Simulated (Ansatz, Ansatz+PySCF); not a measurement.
```xyz
6

C     0.0000    0.0000   -1.0808
C     0.0000    0.0000    0.2560
N     0.0000    0.0000    1.3203
H     0.0000   -0.9489   -1.4312
H    -0.8218    0.4744   -1.4312
H     0.8218    0.4744   -1.4312
```

RHF on singlet C₂H₃N was run in several spherical basis sets with Ansatz (development build ahead of 0.2.0). Caution for RHF: no unrestricted run beside it, a lower state can exist.

**Question.** Rank the basis sets by the total energy that they give, lowest first, with the distance from the lowest.
A. cc-pVDZ
B. cc-pVTZ
C. def2-SVP
D. 6-31G(d)
E. def2-TZVP

**Answer.** E (0.00 eV), B (0.10 eV), A (1.34 eV), D (1.59 eV), C (4.36 eV).

Totals follow the description of the cores as much as that of the bonds, so this order isn't one of quality for chemistry.
